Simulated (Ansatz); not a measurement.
C3H5N, singlet: CASSCF and its corrections

Program: Ansatz, Gaussian basis, development build. Basis cc-pVTZ, nonrelativistic, 4 orbitals frozen in the corrections. State-specific CASSCF; RHF is the lowest restricted (open-shell) Hartree–Fock solution met. On stretched bonds single-reference methods can fail or change state. Solutions may break the symmetry of the shape. No proof that the lowest CASSCF solution was found.

Geometry:

```xyz
9

C     0.0000   -1.6895   -0.6394
C     0.0000   -0.3484   -0.6393
C     0.0000    0.4286    0.5965
N     0.0000    1.7156    0.5553
H     0.0000   -2.2538    0.2893
H     0.0000   -2.2643   -1.5585
H     0.0000    0.2243   -1.5635
H     0.0000   -0.1535    1.5291
H     0.0000    2.0936    1.5093
```

Question: What do CASSCF and its corrections give against RHF in CAS(4,4), and what are the occupations?

Answer: CASSCF -1.609 eV, SC-NEVPT2 -18.752 eV; occupations 1.93, 1.89, 0.12, 0.06.

Question: How do single-reference totals in the same basis and frozen core stand against SC-NEVPT2 in CAS(4,4)?

Answer: CCSD(T) -1.642 eV. Coupled cluster stands on the determinant that it favours, which can lie over the RHF solution above, and is in doubt where the occupations are far from 0, 1 and 2.

Question: Roughly how much CPU time does a whole run from the default start take (median of such runs, summed over threads; nearly all runs on one pinned thread of a shared server, mostly Xeon at 2.3 to 2.6 GHz, by a development driver)?

Answer: CAS(4,4): about 93 s. Other jobs ran beside these, and the count of passes differs.
